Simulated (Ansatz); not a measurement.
# S2F (quartet): from Hartree-Fock to the top rungs, def2-QZVPP

One table from this session's results is given with a row withheld; the runs are named, their logs left out.

The runs use Ansatz 0.2.0, Gaussian basis; def2-QZVPP, core rule «outside noble gas», up to 11 orbitals frozen.

Plan: UHF; ROHF; CCSD(T) on UHF.

2 further runs of the same task are left out: 2 set aside as unsound or not needed.

## What is computed

The geometry is a PBE0/def2-TZVP stationary point (not a proven minimum) of the parent state, kept for this charge and spin.

3 atoms, charge 0, spin multiplicity 4.

Atoms are counted from 1 here; the program's logs count them from 0.

Bond lengths: F1–S2 1.625 Å, S2–S3 1.883 Å. Angles: F1–S2–S3 108.7°.

Set-up of the first run:

in.yaml reads:

```yaml
crystal:
  periodic: [false, false, false]
  atoms:
    - {symbol: F, position_ang: [0.000000, -0.602011, 1.524080]}
    - {symbol: S, position_ang: [0.000000, 0.574572, 0.402582]}
    - {symbol: S, position_ang: [0.000000, -0.217883, -1.305595]}
basis:
  gaussian: {orbitals: "def2-QZVPP.json"}
magnetization: {spin_polarized: true, initial_magnetization: 3}
hamiltonian: {xc: hf}
output: {orbitals: {seedname: orbitals}}
```

The run is started by

```bash
$ ansatz run in.yaml --threads 1 --pin off --events-out ev --progress --plain --max-ram 2393MiB
```

Steps of the session up to this table: UHF; ROHF; CCSD(T) on UHF.

One of the session's tables, all rows but one given; the rest of the session is left out.

| method | from UCCSD(T) (meV) |
| --- | --- |
| ROHF | ? |
| UHF | +18073.8 |
| UMP2 | +1550.6 |
| UCCSD | +836.9 |
| UCCSD(T) | 0 |

**Question.** Estimate the row for ROHF.

As computed: from UCCSD(T) (meV): +18519.7. In the column «from UCCSD(T) (meV)» it is the highest.
